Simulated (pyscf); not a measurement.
A first-order saddle from PySCF, ωB97X-D3(BJ)/def2-SVP:

```xyz
13

O     -1.4966     0.4224     0.9457
Si    -1.3573    -1.1655     0.2826
O     -0.4280    -1.0588    -1.0700
H     -1.8062     1.3369     0.3814
H     -0.7790    -1.9890     1.3675
H     -2.7202    -1.5942    -0.0968
H      0.3117    -0.4267    -1.0461
O      0.8796     1.4337    -0.4654
Si     0.0142     1.4918     0.9835
H      0.5571     2.0596    -1.1260
H     -1.3005     2.3641     0.1314
H      0.7967     0.4238     1.6953
H      0.0949     2.6424     1.9213
```

Surface: singlet, charge 0. Lowest wavenumbers (cm⁻¹): 1242i, 101, 156, 180, 188.

**Question.** Which two sides does it connect, and which bonds change?

**Answer.** `[OH][SiH2][OH]` + `[OH][SiH3]` ⇌ `[OH][SiH2][O][SiH2][OH]` + `[H][H]`, a four-centre exchange read from left to right: H–O, H–Si broken and O–Si, H–H formed. At ωB97M-D3(BJ)/def2-TZVP it lies +28.9 kcal/mol from the left side and +55.0 kcal/mol from the right (each side as separated species at their lowest minima found). On the reactant side the descent ends in a complex (not fully relaxed), 7.0 kcal/mol under the separated species and 35.0 kcal/mol under the saddle at ωB97X-D3(BJ)/def2-TZVP. This is the saddle that the search found; another between the same sides may lie lower.
